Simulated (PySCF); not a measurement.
**Orbital picture of AlN⁺**

TPSS at R = 2.060 Å; basis Al def2-TZVPPD, N def2-TZVPPD; no relativity; PySCF 2.14. State: ⁴Σ⁻ (quartet), unpaired electrons σ ↑, π ↑↑. Only the outer orbitals are listed, counted within each symmetry.

```tsv
spin	orbital	occ.	ε (eV)	on Al (%)	main shells (%)
α	5σ	1	-27.22	7	92 N s
α	6σ	1	-16.30	43	52 N p, 42 Al s
α	2π	1	-15.01	5	95 N p
α	2π	1	-15.01	5	95 N p
α	7σ	1	-13.48	69	48 Al s, 29 N p, 20 Al p
α	3π	0	-8.92	95	93 Al p
α	3π	0	-8.92	95	93 Al p
α	8σ	0	-6.69	90	67 Al p, 18 Al d
β	5σ	1	-23.25	13	85 N s
β	6σ	1	-14.51	65	65 Al s, 27 N p
β	7σ	0	-11.32	53	43 N p, 28 Al s, 24 Al p
β	2π	0	-10.87	26	74 N p, 22 Al p
β	2π	0	-10.87	26	74 N p, 22 Al p
```

Problem. Which are the highest filled and the lowest empty level, where do they sit, and how wide is the gap?

Solution. Highest filled α 7σ at -13.48 eV (in %: 48 Al s, 29 N p, 20 Al p); lowest empty β 7σ at -11.32 eV (in %: 43 N p, 28 Al s, 24 Al p); the gap at TPSS is 2.16 eV.

| Quantity | Value |
| --- | --- |
| bond order (Mayer) | 0.99 |
| ⟨S²⟩ | 3.763 |
| charge on Al (Mulliken, basis-dependent) | 0.92 |
| charge on Al (Löwdin, basis-dependent) | 0.96 |
| dipole moment (positive dipole points towards N; it is taken about the centre of mass and depends on that origin) | -2.86 D |

The state was picked by a PBE0 search and need not be the measured ground state.
